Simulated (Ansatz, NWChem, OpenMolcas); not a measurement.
C2F3N (cyanotrifluoromethane): methods side by side

C2F3N has 6 atoms, charge 0, and is taken as a singlet. SMILES: `N#CC(F)(F)F`. The shape is that of a PBE0-D4/def2-TZVP optimisation.

Quantity: the vertical ionisation energy (to the doublet cation), in eV. The values are calculated.

```json
{"level": "HF/cc-pVDZ", "kind": "Hartree–Fock", "program": "Ansatz", "value (eV)": "12.81", "CPU time (all runs)": "74 s"}
{"level": "SVWN5/cc-pVDZ", "kind": "LDA", "program": "Ansatz", "value (eV)": "13.55", "CPU time (all runs)": "66 s"}
{"level": "M06-L/cc-pVDZ", "kind": "meta-GGA", "program": "OpenMolcas", "value (eV)": "13.75", "CPU time (all runs)": "2.7 min"}
{"level": "PBE0/cc-pVDZ", "kind": "global hybrid", "program": "OpenMolcas", "value (eV)": "13.86", "CPU time (all runs)": "2.3 min"}
{"level": "HSE06/cc-pVDZ", "kind": "range-separated hybrid", "program": "Ansatz", "value (eV)": "13.85", "CPU time (all runs)": "3 min"}
{"level": "B2PLYP/cc-pVDZ", "kind": "double hybrid", "program": "NWChem", "value (eV)": "14.04", "CPU time (all runs)": "2.5 min"}
{"level": "RPA@PBE0/cc-pVDZ", "kind": "RPA", "program": "Ansatz", "value (eV)": "13.90", "CPU time (all runs)": "4.4 min"}
{"level": "MP2/cc-pVDZ", "kind": "perturbation theory", "program": "Ansatz", "value (eV)": "14.39", "CPU time (all runs)": "96 s"}
```

The values span 12.81 to 14.39 eV. Times are those of the runs behind each value, whatever else they computed, on shared processors of several kinds: orders of magnitude only.
